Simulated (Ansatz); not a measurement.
fcc Pb

The numbers are results of PBE-D4 (Ansatz, a first-principles code, plane waves, PAW), not measurements.

Numerical settings: plane-wave cutoff 500 eV, 26×26×26 k mesh, Fermi–Dirac smearing 0.1 eV, scalar-relativistic PAW data made under PBE.

Cell (relaxed at this level):

```yaml
crystal:
  lattice:
    - [0.00000, 2.47964, 2.47964]
    - [2.47964, 0.00000, 2.47964]
    - [2.47964, 2.47964, 0.00000]
  atoms:
    - { symbol: Pb, position: [0.00000, 0.00000, 0.00000] }
```

* **volume per atom**: 30.49 Å³/atom
* **equilibrium lattice constant a**: 4.959 Å

Measured, for comparison: equilibrium volume per atom 29.45 Å³/atom (low-temperature or extrapolated to 0 K; zero-point anharmonic expansion removed; as tabulated in Csonka et al. (2009), arXiv:0903.4037); lattice constant a 4.902 Å (low-temperature or extrapolated to 0 K; zero-point anharmonic expansion removed, our sources range from 4.902 to 4.912; as tabulated in Csonka et al. (2009), arXiv:0903.4037). Computed (rounded) less measured: equilibrium volume per atom +3.5 %, lattice constant a +1.2 % (+1.0 % to +1.2 % over the range).

Note: a distance lies near a switch of the dispersion term, which can move the cell.

Spin–orbit coupling is not included; it can shift volumes and moduli of such heavy elements.

Computed values are for the static lattice.

Cost on a shared machine: around 26 core-seconds (rough).
